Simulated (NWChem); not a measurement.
System: CHO cation

The following NWChem deck was run.

```
start job
memory heap 200 mb stack 900 mb global 1100 mb
charge 1
geometry units angstroms noautosym nocenter noautoz
  C      0.000000     0.000000    -0.508590
  O      0.000000     0.000000     0.595818
  H      0.000000     0.000000    -1.619825
end
basis spherical
  * library 6-31g*
end
dft
  xc pbe0
  iterations 150
end
property
  response 1 0.0
end
task dft property
```

Parts of the log:

```
             Northwest Computational Chemistry Package (NWChem) 7.3.0
             --------------------------------------------------------

                             Geometry "geometry" -> ""
                             -------------------------

 Output coordinates in angstroms (scale by  1.889725989 to convert to a.u.)

  No.       Tag          Charge          X              Y              Z
 ---- ---------------- ---------- -------------- -------------- --------------
    1 C                    6.0000     0.00000000     0.00000000    -0.50859000
    2 O                    8.0000     0.00000000     0.00000000     0.59581800
    3 H                    1.0000     0.00000000     0.00000000    -1.61982500

 Effective nuclear repulsion energy (a.u.)      27.7671403294

                              NWChem Property Module
                              ----------------------

                                 NWChem DFT Module
                                 -----------------

 Summary of "ao basis" -> "ao basis" (spherical)
 ------------------------------------------------------------------------------
       Tag                 Description            Shells   Functions and Types
 ---------------- ------------------------------  ------  ---------------------
 C                           6-31g*                  6       14   3s2p1d
 O                           6-31g*                  6       14   3s2p1d
 H                           6-31g*                  2        2   2s

            General Information
            -------------------
          SCF calculation type: DFT
          Wavefunction type:  closed shell.
          No. of atoms     :     3
          No. of electrons :    14
           Alpha electrons :     7
            Beta electrons :     7
          Charge           :     1
          Spin multiplicity:     1
          Use of symmetry is: off; symmetry adaption is: off
          Maximum number of iterations: 150
          AO basis - number of functions:    30
                     number of shells:    14
          Convergence on energy requested:  1.00D-06
          Convergence on density requested:  1.00D-05
          Convergence on gradient requested:  5.00D-04

              XC Information
              --------------
                         PBE0 Method XC Functional
                     Hartree-Fock (Exact) Exchange  0.250
          PerdewBurkeErnzerhof Exchange Functional  0.750
            Perdew 1991 LDA Correlation Functional  1.000 local
           PerdewBurkeErnz. Correlation Functional  1.000 non-local

             Grid Information
             ----------------
          Grid used for XC integration:  medium
          Radial quadrature: Mura-Knowles
          Angular quadrature: Lebedev.
          Tag              B.-S. Rad. Rad. Pts. Rad. Cut. Ang. Pts.
          ---              ---------- --------- --------- ---------
          C                   0.70       49           6.0       434
          O                   0.60       49           7.0       434
          H                   0.35       45           6.0       434
          Grid pruning is: on
          Number of quadrature shells:   143
          Spatial weights used:  Erf1

      Superposition of Atomic Density Guess
      -------------------------------------

 Sum of atomic energies:        -112.91283892

 Renormalizing density from      15.00 to     14

      Non-variational initial energy
      ------------------------------

 Total energy =    -108.377620
 1-e energy   =    -194.552495
 2-e energy   =      58.407735
 HOMO         =      -1.115041
 LUMO         =      -0.455819

   convergence    iter        energy       DeltaE   RMS-Dens  Diis-err
 ---------------- ----- ----------------- --------- --------- ---------
 d= 0,ls=0.0,diis     1   -113.1221040670 -1.41D+02  6.90D-02  2.88D+00
 d= 0,ls=0.0,diis     2   -111.7806923917  1.34D+00  5.26D-02  1.47D+01
 d= 0,ls=0.0,diis     3   -113.4114481713 -1.63D+00  4.19D-03  3.36D-02
 d= 0,ls=0.0,diis     4   -113.4155789671 -4.13D-03  9.33D-04  2.18D-03
 d= 0,ls=0.0,diis     5   -113.4158580657 -2.79D-04  5.52D-05  2.53D-05
  Resetting Diis
 d= 0,ls=0.0,diis     6   -113.4158600241 -1.96D-06  1.96D-05  4.18D-06
 d= 0,ls=0.0,diis     7   -113.4158603922 -3.68D-07  1.78D-05  1.99D-07
 d= 0,ls=0.0,diis     8   -113.4158603071  8.51D-08  1.22D-05  1.11D-06
 d= 0,ls=0.0,diis     9   -113.4158604116 -1.04D-07  2.83D-07  1.06D-10

         Total DFT energy =     -113.415860411570
      One electron energy =     -203.700161525917
           Coulomb energy =       76.342572952529
    Exchange-Corr. energy =      -13.825412167615
 Nuclear repulsion energy =       27.767140329434

 Numeric. integr. density =       13.999999695882

                       DFT Final Molecular Orbital Analysis
                       ------------------------------------

 Vector    5  Occ=2.000000D+00  E=-8.872104D-01
              MO Center=  3.1D-13,  6.7D-12,  4.6D-01, r^2= 9.8D-01
   Bfn.  Coefficient  Atom+Function         Bfn.  Coefficient  Atom+Function
  ----- ------------  ---------------      ----- ------------  ---------------
    19      0.538797  2 O  pz                20      0.390849  2 O  s
     5     -0.359761  1 C  pz                16      0.236352  2 O  s
    23      0.206789  2 O  pz                29      0.136507  3 H  s
    15     -0.096399  2 O  s                  2     -0.075971  1 C  s
    30      0.064236  3 H  s                  9     -0.060952  1 C  pz

 Vector    6  Occ=2.000000D+00  E=-8.396946D-01
              MO Center= -1.3D-12, -6.7D-12,  2.4D-01, r^2= 7.7D-01
   Bfn.  Coefficient  Atom+Function         Bfn.  Coefficient  Atom+Function
  ----- ------------  ---------------      ----- ------------  ---------------
    17      0.406173  2 O  px                18      0.384488  2 O  py
     3      0.274451  1 C  px                 4      0.259798  1 C  py
    21      0.212795  2 O  px                22      0.201433  2 O  py
     7      0.088245  1 C  px                 8      0.083533  1 C  py
    27      0.030640  2 O  d  1              25     -0.029004  2 O  d -1

 Vector    7  Occ=2.000000D+00  E=-8.396946D-01
              MO Center= -3.9D-11,  4.1D-11,  2.4D-01, r^2= 7.7D-01
   Bfn.  Coefficient  Atom+Function         Bfn.  Coefficient  Atom+Function
  ----- ------------  ---------------      ----- ------------  ---------------
    18     -0.406173  2 O  py                17      0.384488  2 O  px
     4     -0.274451  1 C  py                 3      0.259798  1 C  px
    22     -0.212795  2 O  py                21      0.201433  2 O  px
     8     -0.088245  1 C  py                 7      0.083533  1 C  px
    25      0.030640  2 O  d -1              27      0.029004  2 O  d  1

 Vector    8  Occ=0.000000D+00  E=-3.667868D-01
              MO Center= -1.3D-12,  1.0D-11, -2.4D-01, r^2= 1.2D+00
   Bfn.  Coefficient  Atom+Function         Bfn.  Coefficient  Atom+Function
  ----- ------------  ---------------      ----- ------------  ---------------
     3      0.425917  1 C  px                 4      0.398988  1 C  py
     7      0.393460  1 C  px                 8      0.368583  1 C  py
    17     -0.327089  2 O  px                21     -0.316566  2 O  px
    18     -0.306409  2 O  py                22     -0.296551  2 O  py
    13      0.030456  1 C  d  1              11     -0.028530  1 C  d -1

 Vector    9  Occ=0.000000D+00  E=-3.667868D-01
              MO Center=  1.0D-11, -1.0D-11, -2.4D-01, r^2= 1.2D+00
   Bfn.  Coefficient  Atom+Function         Bfn.  Coefficient  Atom+Function
  ----- ------------  ---------------      ----- ------------  ---------------
     4     -0.425917  1 C  py                 3      0.398988  1 C  px
     8     -0.393460  1 C  py                 7      0.368583  1 C  px
    18      0.327089  2 O  py                22      0.316566  2 O  py
    17     -0.306409  2 O  px                21     -0.296551  2 O  px
    11      0.030456  1 C  d -1              13      0.028530  1 C  d  1

 Vector   10  Occ=0.000000D+00  E=-2.382897D-01
              MO Center=  8.5D-11, -8.9D-11, -1.4D+00, r^2= 1.7D+00
   Bfn.  Coefficient  Atom+Function         Bfn.  Coefficient  Atom+Function
  ----- ------------  ---------------      ----- ------------  ---------------
     6      1.518441  1 C  s                 30     -1.189266  3 H  s
    20     -0.511215  2 O  s                 29     -0.335935  3 H  s
    23      0.265625  2 O  pz                 2      0.222775  1 C  s
    19      0.207435  2 O  pz                 5     -0.189446  1 C  pz
    16     -0.127631  2 O  s                  1     -0.118885  1 C  s

     Multipole analysis of the density
     ---------------------------------

     L   x y z        total         alpha         beta         nuclear
     -   - - -        -----         -----         ----         -------
     0   0 0 0      1.000000     -7.000000     -7.000000     15.000000

     1   1 0 0      0.000000      0.000000      0.000000      0.000000
     1   0 1 0     -0.000000     -0.000000     -0.000000      0.000000
     1   0 0 1     -1.478381     -0.829122     -0.829122      0.179862

[...]

 DFT Linear Response polarizability / au
 Frequency  =       0.0000000 / au
              X              Y              Z
 -----------------------------------------------
 X       5.6712227      0.0000000      0.0000000
 Y       0.0000000      5.6712227     -0.0000000
 Z       0.0000000     -0.0000000     13.1529140
 -----------------------------------------------
 Eigenvalues =       5.6712227      5.6712227     13.1529140
 Isotropic   =       8.1651198
 Anisotropic =       7.4816913
 -----------------------------------------------

 Magnetic Dipole Response Matrix (nonzero elements):

 Exiting AOResponse driver routine
```

Level: PBE0/6-31G* (spherical d). Structure relaxed at the PBE0/def2-SVP level.
